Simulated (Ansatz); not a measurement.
A calculation with Ansatz (development build ahead of 0.2.0).

```yaml
crystal:
  periodic: [false, false, false]
  atoms:
    - { symbol: C, position_ang: [-0.59324, -0.24215, -0.23075] }
    - { symbol: O, position_ang: [0.6012, 0.2668, 0.14018] }
    - { symbol: H, position_ang: [0.53003, 0.72719, 0.96092] }
    - { symbol: H, position_ang: [-0.55233, -0.81745, -1.14549] }
    - { symbol: H, position_ang: [-1.28887, -0.54285, 0.54719] }
basis:
  gaussian: { orbitals: def2-SVP }
magnetization:
  spin_polarized: true
  initial_magnetization: 1
hamiltonian:
  xc: hf
output:
  forces: true
```

The input is written out in the form of the current development build from the run's settings.

The run gave:

* Converged: yes
* Total energy: -114.32860 hartree
* Spin squared of the determinant: 0.760
* Stability test: minimum

Forces (eV/Å):
```csv
atom,Fx,Fy,Fz
C1,0.000,0.011,0.000
O2,0.009,-0.011,0.002
H3,-0.017,0.001,0.001
H4,-0.010,-0.003,0.001
H5,0.018,0.002,-0.004
```
